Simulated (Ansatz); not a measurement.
Diamond-structure Si, treated with r²SCAN (plane waves, PAW; Ansatz, an electronic-structure program).

Numerical settings: plane-wave cutoff 560 eV, 12×12×12 k mesh, Fermi–Dirac smearing 0.01 eV, scalar-relativistic PAW data made under PBE.

Pressure at four volumes; x = ln(V/20.170 Å³). One pressure is withheld.

```
V (Å³/atom)        x  P (GPa)
-----------  -------  -------
18.960       -0.0619        ?
19.363       -0.0408     4.31
20.170        0.0000     0.00
21.380        0.0583    -4.99
```

Q: Pass a parabola P(x) through the three rows shown, estimate the bulk modulus and its pressure derivative near zero pressure, and predict the withheld pressure.

A: Slopes between the rows: (0.00 − (4.31))/(0.0000 − (-0.0408)) = -105.64 and (-4.99 − (0.00))/(0.0583 − (0.0000)) = -85.59 GPa. Their difference over the span 0.0991 is c = 20.05/0.0991 = 202.3 GPa, so P(x) = 4.31 + (-105.64)(x − (-0.0408)) + 202.3 (x − (-0.0408))(x − (0.0000)). At the middle row B = −dP/dx = −[-105.64 + 202.3 × 0.0408] = 97.4 GPa, and B′ = dB/dP = 2c/B = 4.2. At x = -0.0619 the parabola gives 6.80 GPa; the run gives 6.83 GPa. The Birch–Murnaghan fit to the energies at all volumes has B0 = 96.9 GPa and B′ = 4.2.

Measured, for comparison: bulk modulus 101 GPa (0 K value with zero-point phonon effects removed; as tabulated in Sun et al. (2011), doi:10.1103/physrevb.84.035117). Computed less measured: bulk modulus -4.1 %.
